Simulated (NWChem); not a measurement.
# CH4BS (SMILES [BH]SC): levels of theory compared

We compute a comparison of 5 runs (UHF/6-31+G*, UHF/def2-SVP, UB3LYP/6-31G, UPBE0/def2-SVP, UBP86/def2-TZVP) of CH4BS. 

The results are computed with NWChem 7.3.0.

### 1 The system as given

CH4BS has 7 atoms, charge 0, and is taken as a doublet. SMILES: `[BH]SC`. Geometry: relaxed at GFN2-xTB. This is one conformer, not always the lowest.

Bond lengths: B1–S2 1.700 Å, S2–C3 1.866 Å, B1–H4 1.157 Å, C3–H5 1.084 Å, C3–H6 1.084 Å, C3–H7 1.084 Å. Angles: B1–S2–C3 105.5°, S2–B1–H4 128.1°, S2–C3–H5 108.9°, S2–C3–H6 109.2°, S2–C3–H7 106.8°, H5–C3–H6 110.8°, H5–C3–H7 110.4°, H6–C3–H7 110.6°.

### 2 Energy and forces at UHF/6-31+G(d) (spherical functions) (run 1)

Contents of ch4bs.nw:

```
start ch4bs
title "CH4BS gradient"
memory 2200 mb
geometry units angstrom noautosym nocenter noautoz
B     -1.704520    -0.370370    -0.327470
S     -0.280580    -0.951870     0.395930
C      1.000390     0.374800     0.113830
H     -2.739450    -0.884260    -0.381960
H      1.216570     0.433990    -0.947150
H      0.621480     1.320500     0.483530
H      1.886100     0.077210     0.663290
end
basis spherical bse
* library 6-31+G*
end
scf
nopen 1
uhf
thresh 1e-08
maxiter 80
end
task scf gradient
```

Command:

```sh
$ nwchem ch4bs.nw > ch4bs.out
```

Standard output:

```text
[...]
  functions       =    66
[...]
  wavefunction    = UHF
[...]
         Total SCF energy =   -462.344652794751
      One electron energy =   -808.604436133365
      Two electron energy =    259.243083808549
 Nuclear repulsion energy =     87.016699530065
                       Sz =      0.5000
                 Sz(Sz+1) =      0.7500
                      S^2 =      0.7615
[...]
                         UHF ENERGY GRADIENTS
    atom               coordinates                        gradient
                 x          y          z           x          y          z
   1 B      -3.221076  -0.699898  -0.618829    0.014263  -0.019973   0.014295
   2 S      -0.530219  -1.798773   0.748199   -0.034369   0.003761  -0.012586
   3 C       1.890463   0.708269   0.215108    0.010106   0.008454  -0.000218
   4 H      -5.176810  -1.671009  -0.721800    0.010931   0.007667  -0.000460
   5 H       2.298984   0.820122  -1.789854   -0.000354  -0.000993  -0.003926
   6 H       1.174427   2.495383   0.913739   -0.002579   0.002472   0.001405
   7 H       3.564212   0.145906   1.253436    0.002002  -0.001389   0.001490
[...]
```

It took 17 s on 1 thread of Intel Xeon Platinum 8375C at 2.90GHz (Ice Lake), shared host; peak memory 0.1 GiB.

### 3 Energy and gradient at UHF/def2-SVP (run 2)

Contents of run.py:

```python
from ase import Atoms
from ase.calculators.nwchem import NWChem

mol = Atoms(['B', 'S', 'C', 'H', 'H', 'H', 'H'], positions=[
    [-1.704520, -0.370370, -0.327470],
    [-0.280580, -0.951870, 0.395930],
    [1.000390, 0.374800, 0.113830],
    [-2.739450, -0.884260, -0.381960],
    [1.216570, 0.433990, -0.947150],
    [0.621480, 1.320500, 0.483530],
    [1.886100, 0.077210, 0.663290],
])

calc = NWChem(
    label='input',
    theory='scf',
    memory='2200 mb',
    basis='def2-SVP',
    basispar='spherical bse',
    scf={'nopen': '1', 'uhf': None, 'thresh': '1e-08', 'maxiter': '80'},
)
mol.calc = calc

forces = mol.get_forces()
print("Total energy (eV):", round(mol.get_potential_energy(), 6))
print("forces (eV/A):")
for s, f in zip(mol.symbols, forces):
    print(f"{s:2s} {f[0]:10.5f} {f[1]:10.5f} {f[2]:10.5f}")
```

Command:

```sh
$ export ASE_NWCHEM_COMMAND="nwchem PREFIX.nwi > PREFIX.nwo"
$ python run.py
```

Standard output:

```text
Total energy (eV): -12576.81647
forces (eV/A):
B    -0.44043    1.14887   -0.70947
S     1.74064   -0.19170    0.63676
C    -0.63625   -0.53890    0.03296
H    -0.84481   -0.52996    0.00771
H     0.05795    0.04469   -0.04602
H     0.02993    0.08078    0.02278
H     0.09297   -0.01378    0.05528
```

The calculator wrote input.nwi:

```
title "input"

permanent_dir input

scratch_dir input

start input

geometry units angstrom nocenter noautosym noautoz
  B  -1.7045200000000000e+00 -3.7036999999999998e-01 -3.2746999999999998e-01
  S  -2.8058000000000000e-01 -9.5186999999999999e-01 3.9593000000000000e-01
  C  1.0003899999999999e+00 3.7480000000000002e-01 1.1383000000000000e-01
  H  -2.7394500000000002e+00 -8.8426000000000005e-01 -3.8196000000000002e-01
  H  1.2165699999999999e+00 4.3398999999999999e-01 -9.4715000000000005e-01
  H  6.2148000000000003e-01 1.3205000000000000e+00 4.8353000000000002e-01
  H  1.8861000000000001e+00 7.7210000000000001e-02 6.6329000000000005e-01
end

memory 2200 mb

basis spherical bse noprint
   * library def2-SVP
end

scf
  nopen 1
  uhf
  thresh 1e-08
  maxiter 80
end

task scf gradient
```

input.nwo:

```text
Northwest Computational Chemistry Package (NWChem) 7.3.0
             --------------------------------------------------------

           Job information
           ---------------

    nwchem branch   = 7.3.0
    use scalapack   = T
    input           = input.nwi
    prefix          = input.
    data base       = input/input.db
    status          = startup
    nproc           =        1

           Memory information
           ------------------

[... 5 lines left out ...]
    hardfail = no
[... 128 lines left out ...]
 1-e energy   =    -806.496793
[... 9 lines left out ...]
 Convergence threshold     :          1.000E-08
[... 16 lines left out ...]
      One electron energy =   -808.348182720833
[... 9 lines left out ...]
          Final alpha eigenvalues
[... 247 lines left out ...]
                     UHF Final Beta Molecular Orbital Analysis
[... 275 lines left out ...]
                 ----------------------------------------
                 |  Time  |  1-e(secs)   |  2-e(secs)   |
                 ----------------------------------------
                 |  CPU   |       0.00   |       1.57   |
                 ----------------------------------------
                 |  WALL  |       0.00   |       1.57   |
                 ----------------------------------------

 Task  times  cpu:        8.7s     wall:        8.7s
 Total times  cpu:        8.7s     wall:        8.7s
```

Wall time 9.9 s (1 thread of Intel Xeon Platinum 8375C at 2.90GHz (Ice Lake), shared host); peak memory 0.1 GiB.

Runs 3 to 4 aren't shown in full; the table further down has their settings and results.

### 4 Energy and forces at UBP86/def2-TZVP (run 5)

Contents of ch4bs.xyz:

```xyz
7
CH4BS gradient
B     -1.704520    -0.370370    -0.327470
S     -0.280580    -0.951870     0.395930
C      1.000390     0.374800     0.113830
H     -2.739450    -0.884260    -0.381960
H      1.216570     0.433990    -0.947150
H      0.621480     1.320500     0.483530
H      1.886100     0.077210     0.663290
```

Contents of ch4bs.nw:

```
start ch4bs
title "CH4BS gradient"
memory total 2200 mb

geometry units angstrom noautosym nocenter noautoz
   load format xyz ch4bs.xyz
end

basis spherical bse
   B library def2-TZVP
   S library def2-TZVP
   C library def2-TZVP
   H library def2-TZVP
end

dft
   xc becke88 perdew86
   mult 2
   grid fine
   convergence energy 1e-08
   maxiter 100
   mulliken
   print medium
end

task dft gradient
```

Command:

```sh
$ nwchem ch4bs.nw > ch4bs.out
```

Standard output:

```text
[...]
          Wavefunction type:  spin polarized.
          No. of atoms     :     7
          No. of electrons :    31
[...]
          Charge           :     0
          Spin multiplicity:     2
[...]
          AO basis - number of functions:   123
[...]
              XC Information
              --------------
                    Becke 1988 Exchange Functional  1.000
                Perdew 1981 Correlation Functional  1.000 local
                Perdew 1986 Correlation Functional  1.000 non-local
[...]
 d= 0,ls=0.0,diis     1   -463.5232066124 -5.51D+02  5.01D-03  2.01D-01     4.8
[...]
 d= 0,ls=0.0,diis    14   -463.5683848384 -7.19D-11  2.84D-08  5.97D-12    61.3
[...]
         Total DFT energy =     -463.568384838421
      One electron energy =     -809.083285644682
           Coulomb energy =      295.184666640190
    Exchange-Corr. energy =      -36.686465363994
 Nuclear repulsion energy =       87.016699530065
[...]
      <S2> =      0.7548 (Exact =     0.7500)
[...]
  wavefunction    = open shell
                         DFT ENERGY GRADIENTS
    atom               coordinates                        gradient
                 x          y          z           x          y          z
   1 B      -3.221076  -0.699898  -0.618829   -0.003208  -0.012022   0.004989
   2 S      -0.530219  -1.798773   0.748199   -0.015847   0.001046  -0.005392
   3 C       1.890463   0.708269   0.215108    0.007700   0.007526  -0.000937
   4 H      -5.176810  -1.671009  -0.721800    0.017156   0.007778   0.001321
   5 H       2.298984   0.820122  -1.789854   -0.001369  -0.000443   0.006844
   6 H       1.174427   2.495383   0.913739    0.002626  -0.006142  -0.002434
   7 H       3.564212   0.145906   1.253436   -0.007058   0.002255  -0.004391
[...]
```

It took 81 s on 1 thread of Intel Xeon Platinum 8375C at 2.90GHz (Ice Lake), shared host; peak memory 0.14 GiB.

### 5 The series

```tsv
run	level	iteration cap	module	energy (Eh)	dipole moment (D)	HOMO energy (eV)	LUMO energy (eV)	wall time
1	UHF/6-31+G* (spherical functions)	80	scf	-462.344653	1.56	-8.75	1.24	17 s
2	UHF/def2-SVP	80	scf	-462.189484	1.55	-8.73	2.38	9.9 s
3	UB3LYP/6-31G	100	dft	-463.448166	1.65	-5.15	-1.48	23 s
4	UPBE0/def2-SVP	100	dft	-463.092219	1.61	-5.63	-1.44	41 s
5	UBP86/def2-TZVP	100	dft	-463.568385	1.63	-4.60	-2.72	81 s
```

### 6 Results

| quantity | value |
| --- | --- |
| run 5: total energy | -463.56838 Eh |
| run 5: dipole moment | 1.63 D |
| run 5: HOMO energy (highest over α and β) | -4.60 eV |
| run 5: LUMO energy (lowest over α and β) | -2.72 eV |
| run 5: ⟨S²⟩ | 0.755 |
| run 5: largest force on an atom | 0.971 eV/Å |

What this shows: The dipole moment (its size) runs from 1.55 D (UHF/def2-SVP) to 1.65 D (UB3LYP/6-31G). The two ends differ in method and basis. Totals of different functionals can't be ranked against each other. All runs together took 2.9 min, the longest 81 s.
